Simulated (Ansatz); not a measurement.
Two isomers of C4H11P: A = `C=P(C)(C)C`, B = `CC(C)(C)P`.

Program: Ansatz. Geometries: PBE0-D4/def2-TZVP. ΔE: electronic, gas phase. CCSD(T)/CBS adds triple-zeta CCSD(T) − MP2 to the extrapolated MP2 energy (def2 sets, frozen cores). DFT in def2-TZVPP. B3LYP here is the variant with VWN-RPA as its local correlation; programs differ in this. Each species was taken in one conformer, which may not be the lowest.

Task: Which isomer does CCSD(T)/CBS put lower? Give the gap. (An estimate is asked.)

Result: Ansatz gave: B, by 18.0 kcal/mol.

Task: Give E(B) − E(A) in kcal/mol with B3LYP-D4, HF/def2-TZVPP, BLYP-D4, LDA (SPW92), MP2/def2-TZVPP, r2SCAN-D4, CCSD/def2-TZVPP. (Best estimate.)

Result: Computed: B3LYP-D4 -16.6, HF/def2-TZVPP -18.7, BLYP-D4 -16.5, LDA (SPW92) -17.4, MP2/def2-TZVPP -18.0, r2SCAN-D4 -14.2, CCSD/def2-TZVPP -21.0. None reverses the order clearly.

Task: Does the order hold for the free energy at 298.15 K (harmonic terms from PBE0-D4)? (Estimate.)

Result: Computed: Yes: G(B) − G(A) = -16.3 kcal/mol, for one conformer each.

Largest T1 diagnostic: 0.010.

From BLYP to BHLYP (50 % exact exchange), in def2-TZVPP and without D4, E(B) − E(A) moves by −1.2 kcal/mol. Leaving LDA and LC-ωPBE aside and taking each functional with its dispersion term where it has one, the values, not all of them listed here, spread over 3.8 kcal/mol, from ωB97X-V to r2SCAN-D4. LDA lies −1.8 kcal/mol from PBE without D4.
